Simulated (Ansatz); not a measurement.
Species, as SMILES: F (HF).
Atoms: F1, H2. Bonds: F1-H2.

How fast the optimised F1-H2 bond length converges with the basis for several methods (Ansatz, a quantum-chemistry and plane-wave program): deviation from each method's own reference, in Å. References: CCSD(T) 0.9171 Å, the value in aug-pcseg-3; HF 0.8970 Å, the value in aug-cc-pV5Z; MP2 0.9183 Å, the value in aug-cc-pV5Z; PBE 0.9301 Å, the value in aug-cc-pV5Z; PBE0 0.9178 Å, the value in aug-cc-pV5Z. Cartesian d functions, on some or all atoms, in 6-31G**; all else is spherical. In correlated methods cores are frozen. No added dispersion term, no relativity. The reference of a correlated method is not its basis-set limit, which lies further on.

| basis | functions | CCSD(T) | HF | MP2 | PBE | PBE0 |
|---|---|---|---|---|---|---|
| def2-SV(P) | 16 | 0.0196 | 0.0160 | 0.0163 | 0.0146 | 0.0146 |
| 6-31G** | 20 | 0.0040 | 0.0035 | 0.0030 | 0.0026 | 0.0026 |
| def2-SVPD | 31 | 0.0056 | 0.0029 | 0.0049 | 0.0023 | 0.0024 |
| aug-cc-pVDZ | 32 | 0.0070 | 0.0031 | 0.0065 | 0.0039 | 0.0037 |
| 6-311++G(2d,2p) | 37 | -0.0003 | 0.0003 | -0.0005 | 0.0000 | 0.0000 |
| cc-pVTZ | 44 | 0.0002 | 0.0009 | -0.0004 | -0.0001 | 0.0002 |
| def2-TZVPP | 45 | 0.0002 | 0.0005 | -0.0002 | -0.0001 | 0.0001 |
| def2-TZVPD | 49 | 0.0066 | 0.0034 | 0.0059 | 0.0033 | 0.0032 |
| jun-cc-pV(T+d)Z | 53 | 0.0031 | 0.0018 | 0.0028 | 0.0017 | 0.0016 |
| def2-TZVPPD | 57 | 0.0020 | 0.0008 | 0.0016 | 0.0008 | 0.0007 |
| def2-QZVPP | 87 | -0.0004 | 0.0000 | -0.0007 | -0.0004 | -0.0002 |
| aug-pcseg-3 | 134 | 0.0000 | 0.0000 | -0.0004 | 0.0000 | 0.0000 |

Mean absolute deviation over 6-311++G(2d,2p), cc-pVTZ, def2-TZVPP, def2-TZVPD, jun-cc-pV(T+d)Z, def2-TZVPPD: PBE0 0.0010, PBE 0.0010, HF 0.0013, MP2 0.0019, CCSD(T) 0.0021 Å.
